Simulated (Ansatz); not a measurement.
# PBE-QIDH/def2-TZVPP run of BHO2 (SMILES O=BO)

What is the vertical ionisation energy of BHO2 at PBE-QIDH/def2-TZVPP? 

The calculation is run with Ansatz 0.2.0.

51 further runs of the same task are left out: 51 set aside as unsound or not needed.

## 1. The molecule

BHO2: 4 atoms, total charge 0, spin state singlet. SMILES: `O=BO`. Geometry: relaxed at PBE0-D4/def2-TZVP.

Bond lengths: O1–B2 1.210 Å, B2–O3 1.322 Å, O3–H4 0.960 Å. Angles: O1–B2–O3 177.5°, B2–O3–H4 117.0°.

## 2. A single-point energy at PBE-QIDH/def2-TZVPP

job.yaml

```yaml
crystal:
  periodic: [false, false, false]
  atoms:
    - symbol: O
      position_ang: [-1.555100, 0.523500, 0.428500]
    - symbol: B
      position_ang: [-0.423900, 0.132000, 0.248600]
    - symbol: O
      position_ang: [0.816700, -0.302000, 0.108600]
    - symbol: H
      position_ang: [1.162300, -0.353500, -0.785700]
basis:
  gaussian:
    orbitals: def2-TZVPP
hamiltonian:
  xc: {name: PBE-QIDH}
correlation:
  frozen_orbitals: {B: 1, H: 0, O: 1}
accuracy: high
output: {orbitals: {seedname: orbitals}}
```

Started as:

```bash
ansatz run job.yaml --threads 1 --pin off --max-ram 3480MiB --events-out events.jsonl --progress --plain --runs-dir runs
```

Standard output:

```text
Warning: RAYON_NUM_THREADS=1 ignored (pool sized by the plan → 1); use --threads N
Functional definition: PBE-QIDH
  name "PBE-QIDH"
  parameter a = 3^(-1/3)
  parameter c = 1/3
  exchange = (1 - a)*pbe_x + a*exact_x
  correlation = (1 - c)*pbe_c + c*(mp2_os + mp2_ss)
1677 factors; integrals over basis functions are off by at most 4.5e-9 eV
mean field evaluation 1: about -4774.4064 eV, gradient 5.3e1 eV
mean field evaluation 2: about -4774.4063 eV, gradient 5.3e1 eV
mean field evaluation 4: about -4779.1090 eV, gradient 6.3e0 eV
mean field evaluation 8: about -4779.1839 eV, gradient 3.6e-1 eV
mean field evaluation 16: about -4779.1844 eV, gradient 6.2e-5 eV
mean field -4779.18444091 eV, -175.6317887557 hartree, gradient 4.8e-8 eV, S^2 0.000000; 0 other end points of the search recorded, 0 dependent functions left out
3 core orbitals not correlated: weight in the atoms' cores, before any rotation towards them, 1.000 or more for the frozen orbitals, at most 0.000 for the correlated occupied ones
reference -4779.18444194 eV, -175.6317887936 hartree; 8, 8 occupied and 96, 96 virtual orbitals, 1677 factors
second order -17.04533222 eV of doubles, -0.00000000 eV of singles
Total energy: -4784.86621934 eV, -175.8405902620 hartree
```

It took 6 s on 1 thread of Arm Neoverse V1, shared host; peak memory 0.24 GiB.

## 3. The doublet cation at the same level

input.yaml

```yaml
crystal:
  periodic: [false, false, false]
  atoms:
    - {symbol: O, position_ang: [-1.555100, 0.523500, 0.428500]}
    - {symbol: B, position_ang: [-0.423900, 0.132000, 0.248600]}
    - {symbol: O, position_ang: [0.816700, -0.302000, 0.108600]}
    - {symbol: H, position_ang: [1.162300, -0.353500, -0.785700]}
basis:
  gaussian:
    orbitals: def2-TZVPP
total_charge: 1
magnetization:
  spin_polarized: true
  initial_magnetization: 1
hamiltonian:
  xc: {name: PBE-QIDH}
correlation:
  frozen_orbitals: {B: 1, H: 0, O: 1}
accuracy: high
output:
  orbitals: {seedname: orbitals}
```

Started as:

```bash
ansatz run input.yaml --threads 1 --pin off --max-ram 3480MiB --events-out events.jsonl --progress --plain --runs-dir runs
```

Standard output, cut to the lines that bear on the results:

```text
Warning: RAYON_NUM_THREADS=1 ignored (pool sized by the plan → 1); use --threads N
[... 2 set-up lines as earlier in the session ...]
[...]
1677 factors; integrals over basis functions are off by at most 4.5e-9 eV
[...]
mean field -4767.47721915 eV, -175.2015562916 hartree, gradient 8.4e-8 eV, S^2 0.760597; 2 other end points of the search recorded, 0 dependent functions left out
3 core orbitals not correlated: weight in the atoms' cores, before any rotation towards them, 1.000 or more for the frozen orbitals, at most 0.000 for the correlated occupied ones
reference -4767.47721995 eV, -175.2015563210 hartree; 8, 7 occupied and 96, 97 virtual orbitals, 1677 factors
second order -14.84281742 eV of doubles, -0.00000000 eV of singles
Total energy: -4772.42482575 eV, -175.3833774807 hartree
```

It took 19 s on 1 thread of Arm Neoverse V1, shared host; peak memory 0.33 GiB.

## 4. Outcome

Level: PBE-QIDH/def2-TZVPP, 3 core orbitals frozen.

```
                                                                quantity          value
                                              singlet BHO2: total energy  -175.84059 Eh
                         singlet BHO2: HOMO energy (SCF part's orbitals)      -11.99 eV
                         singlet BHO2: LUMO energy (SCF part's orbitals)        1.00 eV
                       singlet BHO2: HOMO–LUMO gap (SCF part's orbitals)       12.99 eV
                                            doublet cation: total energy  -175.38338 Eh
doublet cation: HOMO energy (SCF part's orbitals) (highest over α and β)      -21.83 eV
 doublet cation: LUMO energy (SCF part's orbitals) (lowest over α and β)      -11.74 eV
                                                    doublet cation: ⟨S²⟩          0.761
                      vertical ionisation energy (to the doublet cation)      12.441 eV
```

Removing an electron at fixed nuclei costs 12.44 eV (1200 kJ/mol). −ε(HOMO) before ionisation, 11.99 eV, is 0.45 eV below this ionisation energy.
